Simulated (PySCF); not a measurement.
**Frontier orbitals and the lowest excitations**

Species: CH₆OSi.
SMILES with atom numbers: `[CH3:1][SiH2:2][OH:3]` (hydrogens: H4, H5, H6 on C1; H7, H8 on Si2; H9 on O3)

Geometry (GFN2-xTB, Å), atoms numbered from 1 in this order:
```xyz
9
CH6OSi angstrom
C     -1.1701   -0.0469   -0.0194
Si     0.6909   -0.4179    0.0529
O      1.5786    0.8648   -0.4153
H     -1.7538   -0.9339    0.2042
H     -1.4674    0.2996   -1.0058
H     -1.4602    0.7191    0.6963
H      1.0961   -1.4144   -0.9290
H      1.0410   -0.7953    1.4270
H      1.4586    1.7309   -0.0361
```

Level of theory: TDDFT PBE0/def2-SVPD, vertical, gas phase, core orbitals frozen in the response in PySCF.

Kohn–Sham orbitals with the atoms that hold most of them (Löwdin shares over 4%, at most four atoms; ? is withheld):

```json
{"orbital": "LUMO+2", "ε (eV)": "1.48", "atoms": "Si2 39%, H8 15%, H7 14%, O3 12%"}
{"orbital": "LUMO+1", "ε (eV)": "0.82", "atoms": "C1 25%, Si2 23%, H4 10%, H6 9%"}
{"orbital": "LUMO", "ε (eV)": "0.25", "atoms": "?"}
{"orbital": "HOMO", "ε (eV)": "-8.42", "atoms": "?"}
{"orbital": "HOMO-1", "ε (eV)": "-8.95", "atoms": "Si2 27%, O3 24%, H7 22%, C1 13%"}
{"orbital": "HOMO-2", "ε (eV)": "-10.35", "atoms": "O3 47%, C1 16%, Si2 15%, H8 8%"}
{"orbital": "HOMO-3", "ε (eV)": "-10.51", "atoms": "O3 46%, Si2 16%, C1 13%, H7 11%"}
```

(1) Which atoms hold the LUMO, and with what shares?

(2) Which atoms hold the HOMO, and with what shares?

(3) How does S1 compare with the orbital gap of 8.66 eV?

(4) Give energy, strength and leading configuration of S1, S2, S3 and S4, and follow the Löwdin shares of the leading atoms from the occupied to the empty orbital.

Results:

(1) Si2 (bonded to C, O and 2 H) 29%; O3 (bonded to Si and H) 28%; H9 (bonded to O) 16%; C1 (bonded to Si and 3 H) 8%.

(2) O3 (bonded to Si and H) 33%; C1 (bonded to Si and 3 H) 22%; Si2 (bonded to C, O and 2 H) 20%; H8 (bonded to Si) 15%.

(3) S1 is at 7.21 eV (f = 0.0058), 1.45 eV below the gap, made of HOMO→LUMO (95%). Without the coupling terms of the response equations the lowest excitation would equal the gap.

(4) 
- S1 (7.21 eV, f 0.0058), HOMO→LUMO (95%): O3 33% → 28%, C1 22% → 8%, Si2 20% → 29%
- S2 (7.82 eV, f 0.0027), HOMO-1→LUMO (95%): Si2 27% → 29%, O3 24% → 28%
- S3 (8.03 eV, f 0.057), HOMO→LUMO+1 (95%): O3 33% → at most 9%, C1 22% → 25%, Si2 20% → 23%
- S4 (8.52 eV, f 0.023), HOMO-1→LUMO+1 (94%): Si2 27% → 23%, O3 24% → at most 9%, C1 13% → 25%

Löwdin shares depend on the basis, the more so with diffuse functions.

One conformer stands for the species.
